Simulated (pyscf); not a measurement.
H₂N–SiH₂–OH + H₂ → HO–SiH₃ + NH₃, a four-centre exchange (singlet surface; N–Si, H–H broken, H–Si, H–N formed). Single points on ωB97X-D3(BJ)/def2-SVP structures (PySCF, gas phase). Energies in kcal/mol from the separated reactants.

Small-basis levels: PySCF, no dispersion term, spherical d functions. 

Task: In single points HF/6-31G* puts the saddle at 63.6 kcal/mol and the reaction energy at +7.0 kcal/mol. Should these be trusted to within a few kcal/mol? Compare with ωB97M-D3(BJ)/def2-TZVP.

Result: ωB97M-D3(BJ)/def2-TZVP gives ΔE‡ = 46.0 kcal/mol and ΔE = +11.6 kcal/mol. HF/6-31G* lies 17.6 kcal/mol over it in the barrier and 4.7 kcal/mol under it in the reaction energy, so on this step it does not hold to within 3.0 kcal/mol. ωB97M-D3(BJ)/def2-TZVP has limits of its own. On the product side the descent ends in a complex, 5.3 kcal/mol under the separated species and 40.0 kcal/mol under the saddle at ωB97X-D3(BJ)/def2-TZVP. At the saddle there is also a short H–Si contact that neither side keeps. This is the saddle that the search found; another between the same sides may lie lower.
